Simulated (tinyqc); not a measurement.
Ways to converge the cycle: SCF convergence aids in the sto-3g basis, for NH, spin multiplicity 3. Computed by the program tinyqc with PySCF. 

Geometry (angstrom):
```
atom,x,y,z
N,0.0000,0.0000,0.0000
H,0.0000,0.0000,2.0610
```

lowest solution found by these runs and by PySCF with stability checks = -54.187828 hartree

UHF with one setting changed at a time; a run stops when the energy changes by less than 1e-09 hartree and the error matrix is below 1e-5. The start is the Wolfsberg-Helmholz matrix. Damping d keeps d of the old density; a shift (hartree) raises the virtual levels; DIIS n extrapolates F over n matrices.

Largest element of the error matrix X^T (FDS - SDF) X:
```
iteration,plain,damping 0.3,damping 0.6,shift 0.4,DIIS 3,DIIS 8
1,1.6e-01,1.6e-01,1.6e-01,1.6e-01,1.6e-01,1.6e-01
2,2.5e-01,1.9e-01,1.7e-01,2.0e-01,2.5e-01,2.5e-01
3,1.8e-01,1.4e-01,1.7e-01,1.3e-01,2.2e-01,2.2e-01
4,1.7e-01,1.0e-01,1.6e-01,9.5e-02,1.4e-01,1.4e-01
5,1.5e-01,8.4e-02,1.4e-01,8.2e-02,1.6e-02,2.1e-02
6,1.2e-01,6.3e-02,1.2e-01,9.4e-02,7.9e-03,7.9e-03
8,6.5e-02,2.6e-02,8.4e-02,1.2e-01,1.6e-04,1.3e-04
10,1.3e-02,9.8e-03,5.7e-02,8.1e-02,9.6e-06,6.8e-07
14,4.8e-04,2.0e-03,2.5e-02,1.4e-02,-,-
20,1.3e-05,1.9e-04,7.4e-03,4.8e-03,-,-
30,-,-,9.7e-04,8.1e-04,-,-
45,-,-,4.6e-05,5.5e-05,-,-
```

How each run ends:
```
run,iterations,E (hartree),state
plain,21,-54.187828,lowest found
damping 0.3,28,-54.187828,lowest found
damping 0.6,53,-54.187828,lowest found
shift 0.4,55,-54.022218,higher
DIIS 3,11,-54.187828,lowest found
DIIS 8,10,-54.187828,lowest found
```

5 of 6 runs reach the lowest solution found, in 10 to 53 iterations (fastest: DIIS 8). Ending on a higher stationary point: shift 0.4; a small error matrix cannot reveal that, and an occupation fixed by the start is kept by symmetry or by the shape of the basin. Plain steps already contract here, so damping only slows them. DIIS 3 and DIIS 8 gain by cancelling the error over several earlier matrices, much as a quasi-Newton step does.
